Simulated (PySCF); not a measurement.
# C5H10O (3-penten-2-ol): the cost of one run

Computed with PySCF 2.14.0 and routines of our own; the level stands in each step. Atoms count from 0.

## Step 1: The starting structure

16 atoms, charge 0, multiplicity 1; geometry from: GFN2-xTB.

## Step 2: Optimising the geometry at PBE0-D3(BJ)/def2-SVP

What the job is given:

```
{"job": {"xc": "PBE0", "basis": "def2-SVP", "d3": "d3bj", "grid": 2, "kind": "geom"}, "charge": 0, "multiplicity": 1}
C      2.611354     0.069598    -0.455068
C      1.294533    -0.352318     0.104229
C      0.164436     0.319877    -0.035710
C     -1.156720    -0.111504     0.537016
C     -2.197583    -0.285045    -0.566073
O     -1.661211     0.862445     1.439953
H      2.987967    -0.689509    -1.140274
H      3.342629     0.180872     0.345464
H      2.524447     1.012980    -0.988092
H      1.299404    -1.288013     0.650753
H      0.142690     1.259633    -0.571770
H     -1.027468    -1.069583     1.069024
H     -3.149256    -0.569999    -0.126828
H     -1.876447    -1.053151    -1.263828
H     -2.328988     0.654391    -1.095997
H     -0.977385     1.068270     2.085789
```

On the command line:

```sh
> OMP_NUM_THREADS=1 python excited_run.py task.json out
```

This one command runs all jobs of the session in turn.

**Question.** How long does this first job take on 1 thread of Intel Xeon Platinum 8375C at 2.90GHz, shared host, and how much memory does it need?

About 41 s, with a peak of 0.73 GiB.
